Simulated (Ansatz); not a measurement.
# SiH⁺, singlet along the distance Si1-H2

Starting geometry (PBE0/def2-TZVP stationary point for this spin):

```csv
atom,x (Å),y (Å),z (Å)
Si,0.0000,0.0000,0.0000
H,0.0000,0.0000,1.5186
```

From there H2 moves along the line of the two atoms named below, all else staying in place; atoms are numbered as listed. Energies are in kcal/mol, counted from the starting geometry at the same level.

Basis cc-pVQZ; Ansatz 0.2.0. Only valence electrons are correlated (noble-gas cores frozen). R marks a restricted (for open shells ROHF) determinant.

Full CI is exact within this basis and frozen core; it isn't the basis-set limit.

```json
{"distance Si1-H2 (Å)": "1.192", "RCCSD(T)": "31.7"}
{"distance Si1-H2 (Å)": "1.367", "RCCSD(T)": "4.7"}
{"distance Si1-H2 (Å)": "1.519", "RCCSD(T)": "0.0"}
{"distance Si1-H2 (Å)": "1.645", "RCCSD(T)": "3.0"}
{"distance Si1-H2 (Å)": "1.880", "RCCSD(T)": "16.0"}
{"distance Si1-H2 (Å)": "2.097", "RCCSD(T)": "30.6"}
{"distance Si1-H2 (Å)": "2.453", "RCCSD(T)": "51.6"}
{"distance Si1-H2 (Å)": "2.806", "RCCSD(T)": "65.3*"}
{"distance Si1-H2 (Å)": "3.356", "RCCSD(T)": "73.9*"}
{"distance Si1-H2 (Å)": "4.136", "RCCSD(T)": "74.7*"}
{"distance Si1-H2 (Å)": "5.276", "RCCSD(T)": "72.7*"}
```

An asterisk marks runs whose energy the program itself flagged as in doubt.

Problem. Estimate the full CI curve in cc-pVQZ from this one, knowing how RCCSD(T) errs.

Solution. The computed full CI values, in kcal/mol from the starting point, and the error of RCCSD(T) against them:
```csv
distance Si1-H2 (Å),full CI,RCCSD(T) less full CI
1.192,31.7,0.0
1.367,4.7,0.0
1.519,0.0,0.0
1.645,2.9,0.1
1.880,15.9,0.1
2.097,30.4,0.2
2.453,51.3,0.3
2.806,65.0,0.3
3.356,74.6,-0.7
4.136,77.7,-3.0
5.276,78.3,-5.6
```

Full CI's occupations show more than one leading determinant at 2.806, 3.356, 4.136, 5.276.

RCCSD(T) turns over: its perturbative term grows as the gap closes, and it ends 5.6 kcal/mol too low at 5.276 Å.

These errors take the starting point as zero, where RCCSD(T) itself lies 0.3 kcal/mol above full CI in total energy. In total energy its miss is smallest, 0.2 kcal/mol, at 1.192 and largest, -5.3 kcal/mol, at 5.276 Å.
